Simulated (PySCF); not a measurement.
Energy of Be (beryllium, neutral) between two integer charges

The 2s beta orbital of [He] 2s2 is emptied in steps (occupation f), with all orbitals relaxed, ending at [He] 2s1. Computed with PySCF 2.14 in def2-TZVPPD (5s4p1d, 22 functions), with the non-relativistic Hamiltonian (point nucleus). The exact energy is a straight line in f; departures are measured from the line between the end points of the same method.

| f | UHF (eV) | LDA (eV) | PBE (eV) | PBE0 (eV) | LC-wPBE (eV) | BHandHLYP (eV) | TPSS (eV) |
| --- | --- | --- | --- | --- | --- | --- | --- |
| 1 | 0.000 | 0.000 | 0.000 | 0.000 | 0.000 | 0.000 | 0.000 |
| 0.9 | 0.032 | -0.309 | -0.305 | -0.223 | -0.010 | -0.157 | -0.300 |
| 0.7 | 0.069 | -0.720 | -0.710 | -0.518 | -0.026 | -0.371 | -0.703 |
| 0.5 | 0.077 | -0.854 | -0.839 | -0.611 | -0.033 | -0.449 | -0.844 |
| 0.3 | 0.061 | -0.711 | -0.694 | -0.505 | -0.033 | -0.384 | -0.734 |
| 0.1 | 0.025 | -0.299 | -0.283 | -0.206 | -0.017 | -0.166 | -0.368 |
| 0 | 0.000 | 0.000 | 0.000 | 0.000 | 0.000 | 0.000 | 0.000 |

| method | E(f=0) − E(f=1) (eV) | −ε at f=1 (eV) | −ε at f=0.5 (eV) |
| --- | --- | --- | --- |
| UHF | 8.042 | 8.414 | 8.017 |
| LDA | 9.020 | 5.595 | 9.046 |
| PBE | 8.995 | 5.605 | 9.041 |
| PBE0 | 8.970 | 6.490 | 9.007 |
| LC-wPBE | 9.021 | 8.913 | 9.004 |
| BHandHLYP | 8.962 | 7.231 | 8.923 |
| TPSS | 9.062 | 5.741 | 8.994 |

Orbital energy along the path (eV):

```
  f     UHF      LDA      PBE     PBE0  LC-wPBE  BHandHLYP     TPSS
  1  -8.414   -5.595   -5.605   -6.490   -8.913     -7.231   -5.741
0.9  -8.314   -6.273   -6.284   -6.990   -8.927     -7.557   -6.392
0.7  -8.148   -7.654   -7.660   -8.000   -8.962     -8.227   -7.703
0.5  -8.017   -9.046   -9.041   -9.007   -9.004     -8.923   -8.994
0.3  -7.908  -10.417  -10.395   -9.991   -9.053     -9.658  -10.217
0.1  -7.816  -11.733  -11.681  -10.929   -9.167    -10.455  -11.810
  0  -7.776  -12.050  -10.503   -9.780   -8.650    -10.579  -10.731
```

As f goes to zero the orbital energy of a semilocal functional can turn back, because the density of that orbital vanishes from the exchange-correlation potential.

Reference removal energy between the ground levels: 9.323 eV (measured; NIST Atomic Spectra Database, ionization energies). UHF lacks correlation.
